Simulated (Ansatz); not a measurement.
# BH (SMILES [BH]) at FCI/def2-TZVP

Aim: the energy change on altering one bond length of BH at FCI/def2-TZVP, from 2 runs. 

The results are computed with Ansatz 0.2.0.

60 further runs of the same task are left out: 60 set aside as unsound or not needed.

### 1 The structure to begin with

The species is BH (2 atoms), meant as a singlet with charge 0. As SMILES, `[BH]`. Geometry: the measured bond length.

Bond lengths: B1–H2 1.232 Å.

### 2 The energy at FCI/def2-TZVP

Input file in.yaml:

```yaml
crystal:
  periodic: [false, false, false]
  atoms:
    - {symbol: B, position_ang: [0.000000, 0.000000, 0.000000]}
    - {symbol: H, position_ang: [0.000000, 0.000000, 1.232400]}
basis:
  gaussian: {orbitals: def2-TZVP}
accuracy: high
correlation: {method: fci, frozen_orbitals: {B: 1, H: 0}}
```

Started as:

```bash
$ ansatz run in.yaml --threads 1 --pin off --max-ram 2610MiB --events-out events.jsonl --progress --plain --runs-dir runs
```

Standard output:

```text
Warning: RAYON_NUM_THREADS=1 ignored (pool sized by the plan → 1); use --threads N
Functional definition: HF
  name "HF"
  exchange = exact_x
  correlation = 0
481 factors; integrals over basis functions are off by at most 3.5e-9 eV
mean field evaluation 1: about -683.4439 eV, gradient 7.4e0 eV
mean field evaluation 2: about -683.4436 eV, gradient 7.4e0 eV
mean field evaluation 4: about -683.8268 eV, gradient 5.2e-1 eV
mean field evaluation 8: about -683.8299 eV, gradient 3.3e-4 eV
mean field -683.82986516 eV, -25.1302840282 hartree, gradient 6.8e-9 eV, S^2 0.000000; 0 other end points of the search recorded, 0 dependent functions left out; unrestricted orbitals would lower it
mean field evaluation 16: about -684.0039 eV, gradient 3.2e-1 eV
1 core orbitals not correlated: weight in the atoms' cores, before any rotation towards them, 1.000 or more for the frozen orbitals, at most 0.000 for the correlated occupied ones
reference -683.82986516 eV, -25.1302840282 hartree; 2, 2 occupied and 34, 34 virtual orbitals, 481 factors
state -686.51338210 eV, -25.2289014568 hartree
Total energy: -686.51338210 eV, -25.2289014568 hartree
```

Wall time 0.92 s (1 thread of Arm Neoverse V1, shared host).

### 3 The distorted shape, same level

Input file job.yaml:

```yaml
crystal:
  periodic: [false, false, false]
  atoms:
    - symbol: B
      position_ang: [0.000000, 0.000000, -0.308100]
    - symbol: H
      position_ang: [0.000000, 0.000000, 1.232400]
basis:
  gaussian:
    orbitals: def2-TZVP
correlation:
  method: fci
  frozen_orbitals: {B: 1, H: 0}
accuracy: high
```

Started as:

```bash
$ ansatz run job.yaml --threads 1 --pin off --max-ram 2610MiB --events-out events.jsonl --progress --plain --runs-dir runs
```

Standard output:

```text
Warning: RAYON_NUM_THREADS=1 ignored (pool sized by the plan → 1); use --threads N
[... 4 set-up lines as earlier in the session ...]
488 factors; integrals over basis functions are off by at most 3.6e-9 eV
mean field evaluation 1: about -682.6308 eV, gradient 8.0e0 eV
mean field evaluation 2: about -682.6306 eV, gradient 8.0e0 eV
mean field evaluation 4: about -683.1622 eV, gradient 9.3e-1 eV
mean field evaluation 8: about -683.1713 eV, gradient 4.8e-4 eV
mean field -683.17134567 eV, -25.1060838831 hartree, gradient 1.9e-8 eV, S^2 0.000000; 0 other end points of the search recorded, 0 dependent functions left out; unrestricted orbitals would lower it
mean field evaluation 16: about -683.2855 eV, gradient 9.5e-2 eV
1 core orbitals not correlated: weight in the atoms' cores, before any rotation towards them, 1.000 or more for the frozen orbitals, at most 0.000 for the correlated occupied ones
reference -683.17134567 eV, -25.1060838831 hartree; 2, 2 occupied and 34, 34 virtual orbitals, 488 factors
state -685.97177657 eV, -25.2089978205 hartree
Total energy: -685.97177657 eV, -25.2089978205 hartree
```

Run time: 0.9 s. Hardware: 1 thread of Arm Neoverse V1, shared host.

### 4 Results

At FCI/def2-TZVP, 1 core orbital frozen:

```
                                                         quantity         value
                                        first shape: total energy  -25.22890 Eh
          first shape: correlation energy (1 core orbital frozen)     -98.6 mEh
                                    distorted shape: total energy  -25.20900 Eh
      distorted shape: correlation energy (1 core orbital frozen)    -102.9 mEh
energy change with the B1–H2 bond stretched from 1.232 to 1.540 Å      0.542 eV
```

In words: With the B1–H2 bond stretched from 1.232 to 1.540 Å the energy rises by 0.54 eV (52.3 kJ/mol). The first shape isn't relaxed at this level, so the change isn't measured from a minimum. The restricted solution (first shape) is unstable to spin breaking: an unrestricted one lies lower. The restricted solution (distorted shape) is unstable to spin breaking: an unrestricted one lies lower.
